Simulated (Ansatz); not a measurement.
We consider hcp Lu, described by PBEsol-D3(BJ) (plane waves, PAW; Ansatz, a first-principles code).

Settings: plane-wave cutoff 520 eV, 18×18×10 k mesh (along the axes of the cell as run), Fermi–Dirac smearing 0.05 eV, scalar-relativistic PAW data made under PBE.

Cell (relaxed at this level):

```
Lu
1.0
    1.69320    -2.93272     0.00000
    1.69320     2.93272     0.00000
    0.00000     0.00000     5.26138
Lu
2
Direct
  0.33333   0.66667   0.25000
  0.66667   0.33333   0.75000
```

Q: Estimate the bulk modulus B0 and pressure derivative B′ of the bulk modulus that the calculation returns.

A: 
* **bulk modulus B0**: 53.8 GPa
* **pressure derivative B′ of the bulk modulus**: 3.2

The run finds no gap.

Measured, for comparison: bulk modulus 47.6 GPa (room temperature, not corrected to a static lattice; as tabulated in Wikipedia's data pages). Computed (rounded) less measured: bulk modulus +13 %.

Note: the bulk modulus comes from volumes at which shape and atoms were relaxed.

Spin–orbit coupling is not included.

The computed numbers hold no vibrational or temperature effects.

Cost on a shared machine: very roughly 5 core-minutes.
